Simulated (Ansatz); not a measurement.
**How methods differ on CClF2 (chlorodifluoromethyl radical)**

CClF2: 4 atoms, total charge 0, spin state doublet. As SMILES, `F[C](F)Cl`. Geometry: relaxed at PBE0-D4/def2-TZVP.

```xyz
4

F     0.0262    0.1693    1.2946
C    -0.2306   -0.1902    0.0564
F     0.5730   -1.1607   -0.3186
Cl   -0.3130    1.1212   -1.0527
```

Each level gives the energy change with the C2–Cl4 bond stretched from 1.719 to 4.299 Å (eV). The values are calculated.

```json
{"level": "UHF/STO-3G", "kind": "Hartree–Fock", "program": "Ansatz", "value (eV)": "1.86", "less FCI/STO-3G": "+0.27"}
{"level": "UPBE/STO-3G", "kind": "GGA", "program": "Ansatz", "value (eV)": "2.07", "less FCI/STO-3G": "+0.48"}
{"level": "U-r2SCAN/STO-3G", "kind": "meta-GGA", "program": "Ansatz", "value (eV)": "2.19", "less FCI/STO-3G": "+0.60"}
{"level": "UBHLYP/STO-3G", "kind": "global hybrid", "program": "Ansatz", "value (eV)": "2.30", "less FCI/STO-3G": "+0.71"}
{"level": "UPBE0/STO-3G", "kind": "global hybrid", "program": "Ansatz", "value (eV)": "2.48", "less FCI/STO-3G": "+0.89"}
{"level": "U-wB97M-V/STO-3G", "kind": "range-separated hybrid", "program": "Ansatz", "value (eV)": "2.34", "less FCI/STO-3G": "+0.75"}
{"level": "UB2PLYP/STO-3G", "kind": "double hybrid", "program": "Ansatz", "value (eV)": "2.00", "less FCI/STO-3G": "+0.41"}
{"level": "UCCSD(T)/STO-3G", "kind": "coupled cluster or CI", "program": "Ansatz", "value (eV)": "1.60", "less FCI/STO-3G": "+0.01"}
{"level": "FCI/STO-3G", "kind": "exact in the basis", "program": "Ansatz", "value (eV)": "1.59", "less FCI/STO-3G": "0.00"}
```

FCI/STO-3G is exact within its basis and frozen core, so for wave-function methods in that basis the difference is their error; functionals converge differently with the basis, so for them it is only a difference. The first shape isn't each level's own minimum. The values span 1.59 to 2.48 eV. Spin contamination of the reference (⟨S²⟩ at least 0.1 too high) touches UHF/STO-3G, UCCSD(T)/STO-3G. All rows use very small basis sets, so even the best lies far from the true value.
